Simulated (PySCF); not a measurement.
# How methods differ on the ionisation energy of P

P [Ne] 3s2 3p3 (4S) → P+ [Ne] 3s2 3p2 (3P), as a difference of total energies. All numbers are calculated (PySCF 2.14, the spin-free X2C one-electron Hamiltonian (Gaussian nucleus), in x2c-TZVPPall with one added diffuse shell each of s, p, d type (6s6p4d1f, 51 functions)). Correlated levels: valence and next inner shell: 1s2 frozen. The calculations carry no spin-orbit coupling.

Problem. Order these methods by the ionisation energy they give, lowest first.
A. UHF
B. SCS-MP2 (valence and next inner shell)
C. CCSD(T) (valence and next inner shell)
D. MP2 (valence and next inner shell)

Solution. A (9.896 eV), B (10.297 eV), C (10.445 eV), D (10.474 eV).

A first-order spin-orbit estimate (lowest level to lowest level, LS coupling) adds -0.035 eV.

Errors of the correlated levels include the incompleteness of this basis and the frozen core.

For comparison: 10.487 eV (measured; NIST Atomic Spectra Database, ionization energies).
